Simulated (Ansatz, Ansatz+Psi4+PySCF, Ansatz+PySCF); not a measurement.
```csv
atom,x (Å),y (Å),z (Å)
C,0.0000,0.0000,0.0000
C,0.7381,0.0000,1.0943
C,-0.7381,0.0000,1.0943
```

Basis set: cc-pVTZ (spherical functions). Left uncorrelated: 3 orbitals. Charge 0, multiplicity 1.

Computed with Ansatz (development build ahead of 0.2.0); the reference of a correlated method needn't be the lowest determinant of its kind. Restricted open shells among the atoms or ions are ROHF, correlated in semicanonical orbitals with singles.

The atomization energy at this shape (free ground-state atoms in the same class of orbitals less the molecule, no zero-point energy) of singlet C3:

```
     method  atomization energy
RHF-CCSD(T)            12.26 eV
    RHF-MP2            13.01 eV
```

(1) What does RHF-CCSD give?

Results:

(1) 11.65 eV. Caution: large share of triples, a single reference is doubtful; the reference determinant was not shown to be the lowest.
